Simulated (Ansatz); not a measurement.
# C₂H₂OS (SMILES OC=C=S): one structure at several levels

The task here is to estimate one member of a computed series from the others.

The runs use Ansatz 0.2.0, Gaussian basis; single points in def2-TZVPP.

Cores are frozen in the correlated methods. B3LYP uses VWN-RPA correlation.

### The starting structure

SMILES `OC=C=S`, 6 atoms, charge 0, spin multiplicity 1.

Atoms are counted from 1 here; the program's logs count them from 0.

Bond lengths: O1–C2 1.362 Å, O1–H5 1.053 Å, C2–C3 1.375 Å, C2–H6 1.030 Å, C3–S4 1.501 Å. Angles: C2–O1–H5 104.4°, O1–C2–C3 123.5°, O1–C2–H6 112.1°, C3–C2–H6 122.8°, C2–C3–S4 171.7°.

Coordinates:

```mol
C2H2OS
  3D, bonds by distance, orders not assigned

  6  5  0  0  0  0  0  0  0  0999 V2000
    0.2920    1.0915   -0.7569 O   0  0
    0.0604    0.1609    0.2105 C   0  0
   -0.1834   -1.1655   -0.0559 C   0  0
   -0.3939   -2.6495   -0.1401 S   0  0
    0.2928    2.0102   -0.2414 H   0  0
   -0.1448    0.5935    1.1230 H   0  0
  1  2  8  0
  1  5  8  0
  2  3  8  0
  2  6  8  0
  3  4  8  0
M  END
```

Set-up of the first run:

The input, run/in.yaml:

```yaml
crystal:
  periodic: [false, false, false]
  atoms:
    - {symbol: O, position_ang: [0.292000, 1.091500, -0.756900]}
    - {symbol: C, position_ang: [0.060400, 0.160900, 0.210500]}
    - {symbol: C, position_ang: [-0.183400, -1.165500, -0.055900]}
    - {symbol: S, position_ang: [-0.393900, -2.649500, -0.140100]}
    - {symbol: H, position_ang: [0.292800, 2.010200, -0.241400]}
    - {symbol: H, position_ang: [-0.144800, 0.593500, 1.123000]}
basis:
  gaussian: {orbitals: def2-TZVPP}
correlation: {method: ccsd_t}
output: {forces: true}
```

No record of the launch command was kept for these runs.

Steps of the session up to this table: CCSD(T)/def2-TZVPP; PBE0-D4/def2-TZVPP; wB97M-V/def2-TZVPP; r2SCAN-D4/def2-TZVPP; PBE-D4/def2-TZVPP; r2SCANh-D4/def2-TZVPP; B3LYP-D4/def2-TZVPP.

One table of the session follows, with a row left open; its other results are not shown here.

| method | RMS force component (eV/Å) | angle to CCSD(T) forces (°) | dipole (D) |
| --- | --- | --- | --- |
| CCSD(T) | 2.301 | reference | 2.34 |
| PBE0-D4 | 2.300 | 7.5 | 2.49 |
| wB97M-V | 2.338 | 6.4 | 2.44 |
| r2SCAN-D4 | ? | ? | ? |
| PBE-D4 | 2.233 | 4.6 | 2.41 |
| r2SCANh-D4 | 2.276 | 6.4 | 2.51 |
| B3LYP-D4 | 2.283 | 5.3 | 2.44 |

**Question.** Estimate the row for r2SCAN-D4.

The run gave: RMS force component (eV/Å): 2.250; angle to CCSD(T) forces (°): 4.7; dipole (D): 2.50. In the column «RMS force component (eV/Å)» it lies between PBE-D4 (2.233) and r2SCANh-D4 (2.276).
